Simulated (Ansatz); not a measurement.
Geometry optimisation, UKS r2SCAN-D4/cc-pVDZ in Ansatz 0.2.0.

The input (input.yaml):

```yaml
crystal:
  periodic: [false, false, false]
  atoms:
    - { symbol: "N", position_ang: [0.3191, 1.1385, 0.4965] }
    - { symbol: P, position_ang: [-0.1811, -0.4261, 0.742] }
    - { symbol: O, position_ang: [1.0818, -1.0111, -0.0235] }
    - { symbol: S, position_ang: [-1.4353, -0.5318, -0.8687] }
    - { symbol: H, position_ang: [0.2833, 1.3409, -0.5409] }
    - { symbol: H, position_ang: [-0.4679, 1.8137, 0.8276] }
    - { symbol: H, position_ang: [1.9238, -0.5233, 0.3303] }
    - { symbol: H, position_ang: [-1.4316, -1.8579, -1.019] }
magnetization:
  spin_polarized: true
basis:
  gaussian: { orbitals: cc-pVDZ }
hamiltonian:
  xc: r2scan
  dispersion: d4
relax:
  f_tol: 0.02
  max_steps: 50
```

Run as:

```bash
$ ansatz run input.yaml --threads 2 --pin off --max-ram 3072MiB --backend cpu --events-out ev --progress --plain --runs-dir out
```

Task: Where does it end, and by what steps?

Result: It converged. After 20 steps the energy has fallen by 0.905 eV; H7 moved furthest, 0.64 Å.

```
step  energy less start (eV)  largest force component (eV/Å)  accepted
   0                  0.0000                           5.190       yes
   1                 -0.7163                           1.995       yes
   2                 -0.8278                           0.640       yes
   3                 -0.8535                           0.324       yes
   4                 -0.8683                           0.310       yes
   5                 -0.8765                           0.504       yes
   6                 -0.8689                           0.289        no
   7                 -0.8896                           0.226       yes
   8                 -0.8958                           0.170       yes
   9                 -0.8905                           0.582        no
  10                 -0.8991                           0.075       yes
  11                 -0.9004                           0.234       yes
  12                 -0.8991                           0.247        no
  13                 -0.8993                           0.158        no
  14                 -0.9027                           0.027       yes
  15                 -0.9038                           0.087       yes
  16                 -0.9043                           0.079       yes
  17                 -0.9045                           0.100       yes
  18                 -0.9050                           0.025       yes
  19                 -0.9050                           0.026       yes
  20                 -0.9051                           0.006       yes
```

```xyz
8
Properties=species:S:1:pos:R:3
N 0.162 1.361 0.458
P -0.059 -0.339 0.610
O 1.342 -0.849 -0.187
S -1.440 -0.672 -1.038
H 0.262 1.699 -0.503
H -0.566 1.894 0.936
H 1.964 -1.144 0.499
H -1.573 -2.008 -0.831
```

The run took 48 s on 2 threads of Intel(R) Xeon(R) 6975P-C (Granite Rapids), with other jobs on the host, peak memory 0.23 GiB.
